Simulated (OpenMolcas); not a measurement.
**Potential curves of BO: spin-free states**

Calculated with OpenMolcas 26.06: state-averaged CASSCF(7,7) over O 2p, B 2s 2p, XMS-CASPT2 (IPEA 0.25, imaginary shift 0.2 hartree), scalar X2C, ANO-RCC-VTZP, then RASSI spin–orbit state interaction with atomic mean-field integrals. C2 symmetry about the axis (a holds Σ, Δ, Γ; b holds Π, Φ, H; Σ⁺ and Σ⁻ are not told apart); roots by multiplicity and irrep: 2a 6, 2b 4, 4a 4.

XMS-CASPT2 energies in eV from the lowest point. Curves are followed by energy order within each symmetry, so they are adiabatic and may change character at avoided crossings; Σ⁺ and Σ⁻ are counted together.

```
R (Å)  (1)2Σ
1.145  0.228
1.201  0.000
1.258  0.064
1.321  0.367
1.384  0.820
1.472  1.604
1.585  2.675
1.761  4.263
2.390  7.662
2.893  8.250
```

Left out for impure symmetry, kinks or missing points, though low: (1)2Π, (2)2Σ, (2)2Π, (1)4Σ, (1)4Δ, (2)4Σ, (1)2Δ, (3)2Σ, (4)2Σ. Only roots inside an energy window near the equilibrium distance were included, so the list of states is not complete; labels number the states computed. Each spin and symmetry block has orbitals of its own, averaged over its own roots, so gaps between blocks are less sure than gaps within one and near the minimum can be off by tenths of an eV, in bad cases by more. No Rydberg orbitals are active, so Rydberg states, and σ→σ* states whose orbital the CASSCF left unused, can be missing between those listed. CASPT2 splits the two components of degenerate states numerically, here by up to 124 cm⁻¹. At stretched bonds a block can hold a wrong CASSCF solution and miss its lowest state; points past a visible jump are left out. No roots were computed in block 4b (none fell in the window or the block failed), so states of that kind are missing and can lie low or lowest. Points that failed a check (symmetry, reference weights, a jump) are left out.
